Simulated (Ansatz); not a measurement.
Ideal-gas functions of aluminium trichloride (monomer) at 500 K and 1 bar, from an Ansatz frequency run at PBE0-D4/def2-TZVP.

Molar mass 133.34 g/mol, point group D3h (symmetry number 6), electronic degeneracy 1, moments of inertia 227.584, 227.591, 455.175 u Å². Harmonic wavenumbers (cm⁻¹, unscaled): 144, 144, 202, 386, 626, 626.

Use S(trans) = R[1.5 ln M + 2.5 ln T − 1.1517]; rotational temperatures θ = 24.2544 K / I; S(rot) = R[ln(√π/σ · √(T³/θAθBθC)) + 1.5]; for each mode x = 1.438777 ν̃/T, S = R[x/(eˣ − 1) − ln(1 − e⁻ˣ)] and H = RT x/(eˣ − 1); 1 cm⁻¹ = 0.0119627 kJ/mol; R = 8.31446 J/(mol·K).

Task: By hand: the entropy, in J/(mol·K).

Result: Translation 180.6. Rotation: θ = 0.1066, 0.1066, 0.0533 K, giving 110.6. Vibration, mode by mode: 15.70, 15.70, 12.94, 7.86, 4.46, 4.46, in all 61.1. Electronic 0.0. Sum 352.3 J/(mol·K).

Task: By hand: H − E and G − E in kJ/mol, counted from the electronic energy.

Result: Zero-point energy ½ × 2128 × 0.0119627 = 12.7; thermal vibration 15.0; translation, rotation and pV give 4 RT = 16.6. H − E = 44.3 kJ/mol, and G − E = 44.3 − 500 × 352.3/1000 = -131.9 kJ/mol.

Vibration gives 17 % of the entropy, 31.4 J/(mol·K) of it from the modes under 150 cm⁻¹: soft modes count most, and the harmonic formula is weakest for them.
